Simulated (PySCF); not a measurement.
Structure with atom numbers: `[CH3:1][CH2:2][S:3](=[O:4])(=[O:5])[Cl:6]`. Each H is labelled by its parent atom.

Geometry: PBE0-D3(BJ)/def2-SVP; GIAO shifts from PySCF 2.14, gas phase, non-relativistic, averaged over equivalent atoms.

At CAM-B3LYP/pcSseg-2 (300 basis functions, 37 s wall time on 1 thread of an AMD EPYC 9R45 96-Core, shared host):
```
atoms  δ (ppm)
   C2     67.4
   C1     10.3
   S3    411.0
O4/O5    313.4
  Cl6    632.5
H(C2)     3.13
H(C1)     1.55
```

Shifts are taken against calculated references (same method and geometry level): ¹³C (σref 182.55), ¹H (σref 31.34) vs TMS; ³³S (σref 494.65) against CS2; ¹⁷O (σref 329.76) vs H2O; HCl for ³⁵Cl (σref 934.42).

Problem. What do these become at B97-2/pcSseg-2?

Solution. 
```tsv
atoms	δ at B97-2/pcSseg-2	change
C2	65.2	-2.2
C1	11.1	+0.8
S3	394.1	-16.9
O4/O5	311.2	-2.2
Cl6	602.3	-30.2
H(C2)	3.18	+0.05
H(C1)	1.52	-0.03
```

Shifts are taken against calculated references (same method and geometry level): ¹³C (σref 183.46) and ¹H (σref 31.36) against TMS; ³³S (σref 507.25) against CS2; H2O for ¹⁷O (σref 326.24); ³⁵Cl (σref 936.59) against HCl.

The largest change is at Cl6 (chlorine bonded to S). Cost: 300 basis functions, 27 s wall time on 1 thread of an AMD EPYC 9R45 96-Core, shared host.

Unscaled 17O shifts of doubly bonded oxygen tend to come out too high, by tens of ppm or more. Experimental scales use liquid or dissolved standards, which lie at an offset from isolated H2O (liquid H2O: subtract about 36 ppm).
